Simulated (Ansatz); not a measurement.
Reaction: C2H5Cl (SMILES CCCl) → C2H4Cl (SMILES C[CH]Cl, doublet) + H (doublet) (the C-H bond breaks)
Each species at its own B3LYP-D3(BJ)/def2-TZVP minimum (Ansatz, a program for electronic structure).

Wanted: bond dissociation energy (electronic), in kJ/mol. Radicals and triplets start from unrestricted determinants; spin-orbit coupling is neglected. CBS(X,Y): correlation extrapolated as X^-3, Hartree-Fock from the larger set. A bracket is a step between two methods taken in the basis named. The functionals are non-relativistic, so their misses hold any scalar relativity. '+ core + X2C': CCSD(T) terms for core correlation (cc-pwCVTZ, 1s frozen past Ne) and scalar relativity (cc-pVTZ-DK). Where a partner has so few electrons that a lower coupled-cluster level is exact, that level stands in.

CCSD(T)/CBS(cc-pV(T+d)Z,cc-pV(Q+d)Z) + [CCSDT(Q) - CCSD(T)]/cc-pV(D+d)Z + core + X2C (Ansatz) gives 440.0 kJ/mol.

Problem. What does PBE/def2-TZVPD (Ansatz) give here, and how do the other levels compare?

Solution. PBE gives 413.9 kJ/mol, 26.1 kJ/mol below it. Differences of the others: r2SCAN/def2-TZVPD (Ansatz) -28.8; B3LYP/def2-TZVPD (Ansatz) -15.5; CCSD(T)/CBS(cc-pV(T+d)Z,cc-pV(Q+d)Z) + core + X2C (Ansatz) 0.4 kJ/mol. Nearer than PBE: B3LYP/def2-TZVPD, CCSD(T)/CBS(cc-pV(T+d)Z,cc-pV(Q+d)Z) + core + X2C.
